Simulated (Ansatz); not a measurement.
**Al2H (doublet): from Hartree-Fock to the top rungs at a displaced geometry (v1), cc-pVTZ**

Aim: climb from Hartree-Fock through coupled cluster and multireference methods for Al2H (doublet) at one geometry and basis, and see what each rung misses.

Method: cc-pVTZ, core rule «outside noble gas», up to 10 orbitals frozen; program: Ansatz 0.2.0, Gaussian basis.

The runs, in order: UHF; CCSD(T) on ROHF; CCSD(T) on UHF; BCCD(T) on ROHF; CCSDT(Q) on ROHF; CCSDT(Q) on UHF; CASSCF and NEVPT2, 7 electrons in 9 orbitals.

23 further runs of the same task are left out: 8 that didn't finish, 15 set aside as unsound or not needed.

### Step 1. What is computed

The geometry is a PBE0/def2-TZVP stationary point (not a proven minimum) with its atoms shifted at random (size 0.040 Å).

3 atoms, charge 0, spin multiplicity 2.

Atoms are counted from 1 here; the program's logs count them from 0.

Bond lengths: Al1–Al2 2.688 Å, Al1–H3 1.567 Å. Angles: Al2–Al1–H3 177.9°.

### Step 2. UHF

File in.yaml:

```yaml
crystal:
  periodic: [false, false, false]
  atoms:
    - {symbol: Al, position_ang: [-0.015433, -0.009008, 0.374209]}
    - {symbol: Al, position_ang: [-0.016266, -0.025151, -2.313882]}
    - {symbol: H, position_ang: [0.031698, 0.034159, 1.939673]}
basis:
  gaussian: {orbitals: cc-pVTZ}
magnetization: {spin_polarized: true, initial_magnetization: 1}
hamiltonian: {xc: hf}
output: {orbitals: {seedname: orbitals}}
```

Launch:

```bash
$ ansatz run in.yaml --threads 1 --pin off --events-out ev --progress --plain --max-ram 2393MiB
```

The runs that follow: CCSD(T) on ROHF; CCSD(T) on UHF; BCCD(T) on ROHF; CCSDT(Q) on ROHF; CCSDT(Q) on UHF; CASSCF and NEVPT2, 7 electrons in 9 orbitals.

Q: Predict the results of all the runs planned. Wanted: UCCSDT(Q) below the RHF energy; RMP2 from UCCSDT(Q); UMP2 from UCCSDT(Q); RCCSD from UCCSDT(Q); RCCSD(T) from UCCSDT(Q); UCCSD(T) from UCCSDT(Q); RCCSDT(Q) from UCCSDT(Q); NEVPT2 valence from UCCSDT(Q); T1 diagnostic.

The runs gave:

| quantity | value |
| --- | --- |
| UCCSDT(Q) below the RHF energy | -4.2412 eV |
| RMP2 from UCCSDT(Q) | +24.39 kcal/mol |
| UMP2 from UCCSDT(Q) | +25.25 kcal/mol |
| RCCSD from UCCSDT(Q) | +5.25 kcal/mol |
| RCCSD(T) from UCCSDT(Q) | +1.23 kcal/mol |
| UCCSD(T) from UCCSDT(Q) | +1.27 kcal/mol |
| RCCSDT(Q) from UCCSDT(Q) | +0.01 kcal/mol |
| NEVPT2 valence from UCCSDT(Q) | +16.24 kcal/mol |
| levels within 1 kcal/mol (43 meV) | RCCSDT, UCCSDT, RCCSDT(Q) |
| T1 diagnostic | 0.024 |
| effectively unpaired electrons | 1.12 |

RCCSD(T) misses by +1.23 kcal/mol, 1.3 % of the correlation energy. One determinant dominates. Coupled cluster took another determinant than the lowest Hartree-Fock one. These misses are within one basis, not against nature; the frozen cores of restricted and unrestricted runs differ, which can shift their rows.
